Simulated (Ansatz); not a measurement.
```yaml
crystal:
  periodic: [false, false, false]
  atoms:
    - {symbol: C, position_ang: [0.000000, 0.000000, -1.326611]}
    - {symbol: N, position_ang: [0.000000, 0.000000, -0.133663]}
    - {symbol: P, position_ang: [0.000000, 0.000000, 1.460274]}
basis:
  gaussian: {orbitals: def2-TZVP}
hamiltonian: {xc: pbe0}
relax: {f_tol: 0.004, max_steps: 80}
```

```sh
$ ansatz run in.yaml --threads 1 --pin off --events-out ev --progress --plain --max-ram 2176MiB
```

Steps of the relaxation (energy above the last step; positions in Å, forces in eV/Å):

```
3
step 1, 17.3 meV
C     0.000    0.000   -1.327    0.000    0.000   -0.494
N     0.000    0.000   -0.134    0.000    0.000   -0.597
P     0.000    0.000    1.460    0.000    0.000    1.091
```

```
3
step 2, 5.8 meV
C     0.000    0.000   -1.334    0.000    0.000    0.014
N     0.000    0.000   -0.136    0.000    0.000   -0.625
P     0.000    0.000    1.470    0.000    0.000    0.611
```

```
3
step 3, 0.2 meV
C     0.000    0.000   -1.339    0.000    0.000    0.115
N     0.000    0.000   -0.142    0.000    0.000   -0.193
P     0.000    0.000    1.481    0.000    0.000    0.078
```

```
3
step 5, 0.0 meV
C     0.000    0.000   -1.339    0.000    0.000    0.000
N     0.000    0.000   -0.143    0.000    0.000    0.000
P     0.000    0.000    1.482    0.000    0.000    0.000
```

Close pairs at the end: C1–N2 1.196 Å, N2–P3 1.625 Å.

A stationary point of restricted PBE0 after 5 steps (its stability towards spin polarisation wasn't tested); no frequencies were run, so it isn't proven a minimum. 11 s on 1 thread of Arm Neoverse V1, shared host.
